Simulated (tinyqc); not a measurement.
Inside a calculation. Method: extended Hueckel theory, for BH3. Computed by tinyqc, a small Python program that keeps every step (integrals from PySCF). Settings: charge = 0, K = 2.0, multiplicity = 1. Command: `OMP_NUM_THREADS=1 python tinyqc.py 29345 29346 out.jsonl` (the two numbers bound the seeds that draw the settings). One thread of a shared host (Intel(R) Xeon(R) Processor @ 2.60GHz), about 0.01 s of CPU time with the checks.

## Overlaps

Geometry (angstrom):
```
atom,x,y,z
B,0.00000,0.00000,0.03100
H,1.14400,0.00000,0.00000
H,-0.57200,0.99100,0.00000
H,-0.57200,-0.99100,0.00000
```

Parameters chosen for this run:
```
element,shell,Slater exponent,H_ii (eV)
H,1s,1.30000,-13.60000
B,2s,1.30000,-15.20000
B,2p,1.30000,-8.50000
```

Slater orbitals, each expanded in six Gaussians scaled to its exponent.

overlap S:
```
,1B 2s,1B 2px,1B 2py,1B 2pz,2H 1s,3H 1s,4H 1s
1B 2s,1.00000,0.00000,0.00000,0.00000,0.50989,0.50978,0.50978
1B 2px,0.00000,1.00000,0.00000,0.00000,0.54457,-0.27220,-0.27220
1B 2py,0.00000,0.00000,1.00000,0.00000,0.00000,0.47159,-0.47159
1B 2pz,0.00000,0.00000,0.00000,1.00000,-0.01476,-0.01475,-0.01475
2H 1s,0.50989,0.54457,0.00000,-0.01476,1.00000,0.10583,0.10583
3H 1s,0.50978,-0.27220,0.47159,-0.01475,0.10583,1.00000,0.10576
4H 1s,0.50978,-0.27220,-0.47159,-0.01475,0.10583,0.10576,1.00000
```

## Wolfsberg-Helmholz matrix

diagonal H_ii (eV): 1B 2s -15.20000, 1B 2px -8.50000, 1B 2py -8.50000, 1B 2pz -8.50000, 2H 1s -13.60000, 3H 1s -13.60000, 4H 1s -13.60000

K = 2.00000

H_ij = K' S_ij (H_ii + H_jj)/2 for i != j (the diagonal keeps H_ii), with K' = 2.

H (eV):
```
,1B 2s,1B 2px,1B 2py,1B 2pz,2H 1s,3H 1s,4H 1s
1B 2s,-15.20000,0.00000,0.00000,0.00000,-14.68488,-14.68177,-14.68177
1B 2px,0.00000,-8.50000,0.00000,0.00000,-12.03498,6.01559,6.01559
1B 2py,0.00000,0.00000,-8.50000,0.00000,0.00000,-10.42212,10.42212
1B 2pz,0.00000,0.00000,0.00000,-8.50000,0.32612,0.32602,0.32602
2H 1s,-14.68488,-12.03498,0.00000,0.32612,-13.60000,-2.87863,-2.87863
3H 1s,-14.68177,6.01559,-10.42212,0.32602,-2.87863,-13.60000,-2.87667
4H 1s,-14.68177,6.01559,10.42212,0.32602,-2.87863,-2.87667,-13.60000
```

## Orbitals

valence electrons = 6

Solve H C = S C e through S^(-1/2); fill by pairs from the bottom, a degenerate level sharing its electrons equally; each orbital has its largest coefficient positive (the first on a tie).

orbital energies (eV): -21.47596  -15.32974  -15.32906  -8.50310  18.30112  18.30312  38.11634

occupations: 2.00000  2.00000  2.00000  0.00000  0.00000  0.00000  0.00000

coefficients:
```
,MO1,MO2,MO3,MO4,MO5,MO6,MO7
1B 2s,0.50933,0.00000,-0.00004,0.02389,0.00000,-0.00108,1.59633
1B 2px,0.00000,0.00000,0.44445,0.00000,0.00000,1.33869,0.00134
1B 2py,0.00000,0.44440,0.00000,0.00000,1.33871,0.00000,0.00000
1B 2pz,-0.00061,0.00000,0.00000,0.99963,0.00000,0.00003,-0.04755
2H 1s,0.28540,0.00000,0.54879,-0.00515,0.00000,-1.08672,-0.83269
3H 1s,0.28534,0.47531,-0.27445,-0.00515,-0.94157,0.54423,-0.83105
4H 1s,0.28534,-0.47531,-0.27445,-0.00515,0.94157,0.54423,-0.83105
```

sum of one-electron energies = -104.26952 eV

## Mulliken analysis

P = C n C^T; charge = valence electrons (H 1, B 3) minus the sum of (P S)_ii on the atom; overlap population = 2 sum P_ij S_ij between two atoms.

charges: 1B 0.44959, 2H -0.14984, 3H -0.14988, 4H -0.14988

Overlap populations:
```
pair,value
2-1,0.827747
3-1,0.827648
3-2,-0.029287
4-1,0.827648
4-2,-0.029287
4-3,-0.029265
```
